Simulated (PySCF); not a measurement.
Compound: C4H8P (charge +1).
Atom-mapped SMILES: `[CH3:1][CH2:2][PH+:3]1[CH:4]=[CH:5]1` (hydrogens: H6, H7, H8 on C1; H9, H10 on C2; H11 on P3; H12 on C4; H13 on C5)

The calculation used PBE0-D3(BJ)/def2-SVP geometry optimisation, gas phase in PySCF 2.14.0.

Question: What internal coordinates does the optimisation give?

Answer: 
| bond | length (Å) | order |
| --- | --- | --- |
| C1–C2 | 1.521 | single |
| C2–P3 | 1.804 | single |
| P3–C4, P3–C5 | 1.755 | single |
| C4=C5 | 1.323 | double |
| C1–H6, C1–H7, C1–H8 | 1.099 | single |
| C2–H9, C2–H10 | 1.104 | single |
| P3–H11 | 1.411 | single |
| C4–H12, C5–H13 | 1.092 | single |

Bonds in one row agree within 0.01 Å and their mean is given. Orders are formal, as drawn. A selection of angles:
| angle | degrees |
| --- | --- |
| C2–C1–H6 | 108.9 |
| C2–C1–H7 | 112.0 |
| H6–C1–H7 | 107.6 |
| H7–C1–H8 | 108.6 |
| C1–C2–P3 | 113.0 |
| C1–C2–H9 | 112.5 |
| P3–C2–H9 | 105.7 |
| H9–C2–H10 | 106.7 |
| C2–P3–C4 | 123.5 |
| C2–P3–H11 | 113.2 |
| C4–P3–C5 | 44.3 |
| C4–P3–H11 | 117.7 |
| P3–C4–C5 | 67.8 |
| P3–C4–H12 | 147.6 |
| C5–C4–H12 | 144.6 |
| C4–C5–H13 | 144.3 |

Torsions: C1–C2–P3–C4 -26° (synperiplanar); C2–P3–C4–C5 106° (anticlinal); C2–P3–C5–C4 -106° (anticlinal).

The C–C distances run from 1.323 Å (C4=C5, drawn double) to 1.521 Å (C1–C2, drawn single), a spread of 0.198 Å. The 3-membered ring P3–C4–C5 has internal angles of 44.3° to 67.9°. The C–P distances run from 1.754 Å (P3–C5, drawn single) to 1.804 Å (C2–P3, drawn single), a spread of 0.050 Å. P3 (phosphonium phosphorus) has angles from 44.3° to 123.5°. C4 (alkene CH carbon) is planar (angles 147.6°, 144.6° and 67.8°, sum 360.0°, 0.00 Å off the plane of its three neighbours).

Point group: Cs (every atom within 0.08 Å of its image). No frequency check.

One conformer stands for the species.
